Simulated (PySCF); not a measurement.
Gas-phase reaction: (CH₃)₂SiH₂ + 3 vinylsilane → 4 CH₃SiH₂ + C₄H₆ (butadiene)

Method: PySCF energies plus ideal-gas RRHO corrections (1 bar). † marks an energy on the PBE0/def2-TZVP geometry and frequencies; other levels use their own. MP2 and CCSD(T) freeze the core. 6-31G* has spherical d functions here. Open shells (unrestricted): CH₃SiH₂ (multiplicity 2); the rest are closed-shell singlets. B3LYP is the form with VWN-RPA correlation. CH₃SiH₂: computed as isolated molecules; such fragments, hydroxides, amides, oligomers or adducts are transient or little studied in the gas. MP2 isn't extrapolated to the basis-set limit; its ΔH°(298 K) is 443.2 kJ in def2-SVP and 476.9 kJ in def2-TZVPP. CCSD(T) isn't extrapolated to the basis-set limit; its ΔH°(298 K) is 452.6 kJ in def2-SVP and 480.7 kJ in def2-TZVPP. The harmonic model lacks anharmonicity and excited electronic states, which grow with temperature; levels with a mode under 35 cm⁻¹ are left out. Internal rotation in (CH₃)₂SiH₂, vinylsilane, CH₃SiH₂, C₄H₆ (butadiene) is treated as a harmonic vibration of one conformer, which makes the entropy rough.

```csv
level,"ΔE electronic, kJ","ΔH°(298 K), kJ","ΔS°(298 K), J/K","ΔG°(1400 K), kJ"
B3LYP/6-31G*,432,435,194,174
B3LYP/def2-TZVP†,446,450,192,191
CCSD(T)/def2-SVP†,449,453,192,194
CCSD(T)/def2-TZVPP†,477,481,192,222
MP2/def2-TZVPP†,473,477,192,218
PBE/def2-SVP,408,412,190,157
LDA/def2-TZVP†,467,471,192,212
ωB97M-V/def2-TZVP†,502,506,192,248
```
ΔH° is lowest at PBE/def2-SVP and highest at ωB97M-V/def2-TZVP†. No reference value is set beside these.
